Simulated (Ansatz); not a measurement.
# C₂H₃FO: how energies converge with the basis set

Aim: see how fast density functionals converge with the basis set for C₂H₃FO.

The runs use Ansatz 0.2.0, Gaussian basis; one geometry, several basis sets.

The runs, in order: PBE0-D4/def2-SVP; ωB97M-V/def2-SVP; PBE0-D4/def2-QZVPP; ωB97M-V/def2-QZVPP; the functionals' def2-TZVPP values are taken from earlier runs.

## 1. Structure used throughout

The geometry comes from an earlier relaxation with PBE0-D4 in a triple-zeta def2 set; it is a stationary point, not always the lowest conformer.

SMILES `O/C=C\F`, 7 atoms, charge 0, spin multiplicity 1.

Atoms are counted from 1 here; the program's logs count them from 0.

Bond lengths: O1–C2 1.349 Å, O1–H5 0.964 Å, C2–C3 1.324 Å, C2–H6 1.081 Å, C3–F4 1.351 Å, C3–H7 1.079 Å. Angles: C2–O1–H5 108.7°, O1–C2–C3 125.6°, O1–C2–H6 113.9°, C3–C2–H6 120.5°, C2–C3–F4 119.8°, C2–C3–H7 125.7°, F4–C3–H7 114.5°.

## 2. PBE0-D4 in def2-SVP

in.yaml

```yaml
crystal:
  periodic: [false, false, false]
  atoms:
    - {symbol: O, position_ang: [-0.959414, 1.150227, -0.179608]}
    - {symbol: C, position_ang: [0.078034, 0.487071, 0.370381]}
    - {symbol: C, position_ang: [0.502510, -0.714321, 0.010654]}
    - {symbol: F, position_ang: [-0.122177, -1.376448, -0.987874]}
    - {symbol: H, position_ang: [-1.339548, 0.604116, -0.877221]}
    - {symbol: H, position_ang: [0.569306, 1.027425, 1.168011]}
    - {symbol: H, position_ang: [1.332489, -1.246072, 0.449857]}
basis:
  gaussian: {orbitals: def2-SVP}
hamiltonian: {xc: pbe0, dispersion: d4}
output: {orbitals: {seedname: orbitals}}
```

Launch:

```sh
$ ansatz run in.yaml --threads 2 --pin off --events-out ev --progress --plain --max-ram 4352MiB
```

The log of the run:

```text
Functional definition: PBE0
  name "PBE0"
  cite "Adamo & Barone, J. Chem. Phys. 110, 6158 (1999) doi:10.1063/1.478522"
  cite "Perdew, Burke & Ernzerhof, Phys. Rev. Lett. 77, 3865 (1996) doi:10.1103/PhysRevLett.77.3865"
  parent pbe
  parameter a = 0.25
  parameter kappa = 0.804
  parameter beta = 0.06672455060314922
  exchange = (1 - a)*pbe_x(kappa = kappa, mu = beta*pi^2/3) + a*exact_x
  correlation = pbe_c(beta = beta)
781 factors; their error is unknown
mean field evaluation 1: about -6870.2989 eV, gradient 3.8e1 eV
mean field evaluation 2: about -6869.7251 eV, gradient 4.3e1 eV
mean field evaluation 4: about -6873.1446 eV, gradient 1.7e0 eV
mean field evaluation 8: about -6873.1495 eV, gradient 2.0e-2 eV
mean field evaluation 16: about -6873.1496 eV, gradient 3.9e-5 eV
mean field -6873.14962211 eV, -252.5835898246 hartree, gradient 3.9e-5 eV, S^2 0.000000; 0 other end points of the search recorded, 0 dependent functions left out
reference -6873.14963938 eV, -252.5835904589 hartree; 16, 16 occupied and 55, 55 virtual orbitals, 781 factors
Total energy: -6873.22079393 eV, -252.5862053405 hartree
```

Wall time 0.8 s (2 threads of Arm Neoverse V1, shared host); peak memory 0.36 GiB.

## 3. ωB97M-V in def2-SVP

Edit in.yaml of step 2 so:

```diff
@@ -12,3 +12,3 @@
   gaussian: {orbitals: def2-SVP}
-hamiltonian: {xc: pbe0, dispersion: d4}
+hamiltonian: {xc: {name: wB97M-V}}
 output: {orbitals: {seedname: orbitals}}
```

The command is unchanged.

The log of the run, cut to the lines that bear on the results:

```text
Functional definition: wB97M-V
  name "wB97M-V"
  cite "Mardirossian & Head-Gordon, J. Chem. Phys. 144, 214110 (2016) doi:10.1063/1.4952647"
  cite "Becke, J. Chem. Phys. 107, 8554 (1997) doi:10.1063/1.475007"
  cite "Vydrov & Van Voorhis, J. Chem. Phys. 133, 244103 (2010) doi:10.1063/1.3521275"
  # Of w^i u^j: cxij and so on, Table III.
[...]
  gx(w, u) = 1 - cx + cx01*u + cx10*w
  gss(w, u) = css00 + css04*u^4 + css10*w + css20*w^2 + css43*w^4*u^3
  gos(w, u) = cos00 + cos10*w + (cos20 + cos21*u)*w^2 + (cos60 + cos61*u)*w^6
[...]
      + integral(e_c_pw_mod_opposite_spin*gos(b97_w_opposite, b97_u_opposite)) + vv10(b, c)
781 factors; their error is unknown
164 factors; integrals over basis functions are off by at most 8.0e-6 eV
[...]
mean field -6878.04183628 eV, -252.7633753793 hartree, gradient 3.6e-5 eV, S^2 0.000000; 0 other end points of the search recorded, 0 dependent functions left out
reference -6878.04186382 eV, -252.7633763911 hartree; 16, 16 occupied and 55, 55 virtual orbitals, 781 factors
Total energy: -6878.04186382 eV, -252.7633763911 hartree
```

Run time: 3.1 s. Hardware: 2 threads of Arm Neoverse V1, shared host; peak memory 0.36 GiB.

## 4. PBE0-D4 in def2-QZVPP

Edit in.yaml of step 3 so:

```diff
@@ -11,4 +11,4 @@
 basis:
-  gaussian: {orbitals: def2-SVP}
-hamiltonian: {xc: {name: wB97M-V}}
+  gaussian: {orbitals: "def2-QZVPP.json"}
+hamiltonian: {xc: pbe0, dispersion: d4}
 output: {orbitals: {seedname: orbitals}}
```

Launched as before.

The log of the run:

```text
Functional definition: PBE0
  name "PBE0"
  cite "Adamo & Barone, J. Chem. Phys. 110, 6158 (1999) doi:10.1063/1.478522"
  cite "Perdew, Burke & Ernzerhof, Phys. Rev. Lett. 77, 3865 (1996) doi:10.1103/PhysRevLett.77.3865"
  parent pbe
  parameter a = 0.25
  parameter kappa = 0.804
  parameter beta = 0.06672455060314922
  exchange = (1 - a)*pbe_x(kappa = kappa, mu = beta*pi^2/3) + a*exact_x
  correlation = pbe_c(beta = beta)
897 factors; their error is unknown
mean field evaluation 1: about -6877.3631 eV, gradient 4.9e1 eV
mean field evaluation 2: about -6875.6433 eV, gradient 5.8e1 eV
mean field evaluation 4: about -6881.7448 eV, gradient 2.8e0 eV
mean field evaluation 8: about -6881.7636 eV, gradient 3.4e-1 eV
mean field -6881.76367297 eV, -252.9001503547 hartree, gradient 3.7e-5 eV, S^2 0.000000; 0 other end points of the search recorded, 0 dependent functions left out
reference -6881.76370053 eV, -252.9001513677 hartree; 16, 16 occupied and 302, 302 virtual orbitals, 897 factors
Total energy: -6881.83485509 eV, -252.9027662493 hartree
```

Run time: 6 s. Hardware: 2 threads of Arm Neoverse V1, shared host; peak memory 0.74 GiB.

## 5. ωB97M-V in def2-QZVPP

Edit in.yaml of step 4 so:

```diff
@@ -12,3 +12,3 @@
   gaussian: {orbitals: "def2-QZVPP.json"}
-hamiltonian: {xc: pbe0, dispersion: d4}
+hamiltonian: {xc: {name: wB97M-V}}
 output: {orbitals: {seedname: orbitals}}
```

Same command.

The log of the run, cut to the lines that bear on the results:

```text
Functional definition: wB97M-V
  name "wB97M-V"
  cite "Mardirossian & Head-Gordon, J. Chem. Phys. 144, 214110 (2016) doi:10.1063/1.4952647"
  cite "Becke, J. Chem. Phys. 107, 8554 (1997) doi:10.1063/1.475007"
  cite "Vydrov & Van Voorhis, J. Chem. Phys. 133, 244103 (2010) doi:10.1063/1.3521275"
  # Of w^i u^j: cxij and so on, Table III.
[...]
  gx(w, u) = 1 - cx + cx01*u + cx10*w
  gss(w, u) = css00 + css04*u^4 + css10*w + css20*w^2 + css43*w^4*u^3
  gos(w, u) = cos00 + cos10*w + (cos20 + cos21*u)*w^2 + (cos60 + cos61*u)*w^6
[...]
      + integral(e_c_pw_mod_opposite_spin*gos(b97_w_opposite, b97_u_opposite)) + vv10(b, c)
897 factors; their error is unknown
222 factors; integrals over basis functions are off by at most 1.3e-5 eV
[...]
mean field -6886.88282854 eV, -253.0882758521 hartree, gradient 1.5e-5 eV, S^2 0.000000; 0 other end points of the search recorded, 0 dependent functions left out
reference -6886.88287268 eV, -253.0882774740 hartree; 16, 16 occupied and 302, 302 virtual orbitals, 897 factors
Total energy: -6886.88287268 eV, -253.0882774740 hartree
```

Wall time 12 s (2 threads of Arm Neoverse V1, shared host); peak memory 0.9 GiB.

## 6. Density functionals: the series

The def2-TZVPP values come from earlier runs at the same geometry.

| functional | basis | functions | energy (eV) | from the largest (eV) | HOMO (eV) | LUMO (eV) |
| --- | --- | --- | --- | --- | --- | --- |
| PBE0-D4 | def2-SVP | 71 | -6873.2208 | 8.614 | -6.59 | 1.16 |
| PBE0-D4 | def2-TZVPP | 166 | -6881.4524 | 0.382 | -6.78 | 0.90 |
| PBE0-D4 | def2-QZVPP | 318 | -6881.8349 | 0.000 | -6.83 | 0.64 |
| ωB97M-V | def2-SVP | 71 | -6878.0419 | 8.841 | -8.85 | 3.44 |
| ωB97M-V | def2-TZVPP | 166 | -6886.5150 | 0.368 | -9.05 | 2.63 |
| ωB97M-V | def2-QZVPP | 318 | -6886.8829 | 0.000 | -9.11 | 2.00 |

## 7. What came out

```
                                       quantity          value
PBE0-D4: double and triple zeta above quadruple  8.61, 0.38 eV
ωB97M-V: double and triple zeta above quadruple  8.84, 0.37 eV
```

What this shows: For PBE0-D4 the step from double to triple zeta gains 8.23 eV and the next only 0.38 eV. These are total energies; as a rule much of such shifts cancels in differences, which this series doesn't test. The LUMO of ωB97M-V is positive and keeps falling with the basis (3.44 to 2.00 eV): an unbound level that the basis holds in place.

For PBE0-D4 the largest set took about 8 times as long as the smallest (6 s against 0.8 s).
